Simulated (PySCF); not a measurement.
Structure problem from calculated spectra and properties.

Formula: CH2N2.

| Property | Result |
| --- | --- |
| UV, first state | lowest singlet excitation: 5.24 eV (237 nm, f = 0.002) [TDDFT PBE0/def2-SVPD] |
| XPS | C1s 294.2, N1s 405.4 (×2) eV [ΔSCF SCAN, pcX-2 on the ionised atom, pcseg-1 elsewhere, spin-free X2C] |
| Couplings | largest of the computed one-bond spin–spin couplings (means over like bonds): 15N–1H -113.3 (×2), 15N–13C -43.0 (×2) Hz [B3LYP/pcJ-1] |
| 13C NMR | chemical shifts (computed TMS as zero) by class: 116.5 (1 C) ppm [GIAO KT2/pcSseg-2] |
| Rotational structure | rotational constants A, B, C: 553.333, 10.398, 10.206 GHz [PBE0-D3(BJ)/def2-SVP] |
| UV, strongest line | among the 10 lowest singlet transitions: S8 at 9.22 eV (135 nm, f = 0.326) [TDDFT PBE0/def2-SVPD] |

The electronic properties come from PySCF, for the isolated species, density fitting. Levels stand in brackets. Geometry: PBE0-D3(BJ)/def2-SVP; no solvent, vibrations or thermal averaging. NMR values are class means; diastereotopic atoms form classes of their own.

Question: Give a SMILES that accounts for the data.

Answer: Numbering: `[NH:1]=[C:2]=[NH:3]`. Its formula, CH2N2, gives 2 degrees of unsaturation: 0 rings and 2 π bonds in the structure found. The one carbon: central carbon of cumulated double bonds [C2] (116.5 ppm). The couplings run between: -113.3 Hz, nitrogen bonded to C and H [N1] and its hydrogen (with 1 like pair); -43.0 Hz, nitrogen bonded to C and H [N1] and central carbon of cumulated double bonds [C2] (with 1 like pair). The core levels belong to: C1s 294.2 eV, central carbon of cumulated double bonds [C2]; N1s 405.4 eV, nitrogen bonded to C and H [N1/N3]. The optimised geometry has point group C2h and is an asymmetric top. Structure: diiminomethane (`N=C=N`). Computed isomers that give other values at the same levels: `N#CN` (CH2N2) (rotational constant A: 309.743 GHz; this holds for the one conformer computed). The assignments are read from this structure; whether some other isomer fits the data as well wasn't checked.
